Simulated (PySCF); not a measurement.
# ClH3SSi (ClH2Si(SH)): the cost of one run

The runs use PySCF 2.14.0, with density-fitted response routines of our own; the level of theory stands in each step. All values are computed, except where a source is named. Atoms count from 0, in the outputs and in this text.

**1. The molecule as given**

6 atoms, charge 0, multiplicity 1; geometry from: GFN2-xTB.

Bonds of the start (Å): S0–Si1 2.15, Si1–Cl2 2.01, S0–H3 1.33, Si1–H4 1.45, Si1–H5 1.45.

**2. Relaxing the molecule at PBE0-D3(BJ)/def2-SVP**

What the job is given:

```
{"job": {"xc": "PBE0", "basis": "def2-SVP", "d3": "d3bj", "grid": 1, "kind": "geom"}, "charge": 0, "multiplicity": 1}
S      1.529530    -0.380000    -0.588490
Si    -0.530410    -0.205600    -0.002000
Cl    -1.079190     1.729690     0.036560
H      2.003440     0.572110     0.202440
H     -0.679080    -0.762650     1.332840
H     -1.238050    -0.949580    -1.024510
```

On the command line:

```console
> OMP_NUM_THREADS=1 python probes_run.py task.json out
```

One launch serves the whole session: the jobs run in the order shown.

Q: Estimate the wall time and peak memory of this first job on 1 thread of Arm Neoverse V1, shared host.

About 11 s, with a peak of 0.3 GiB.
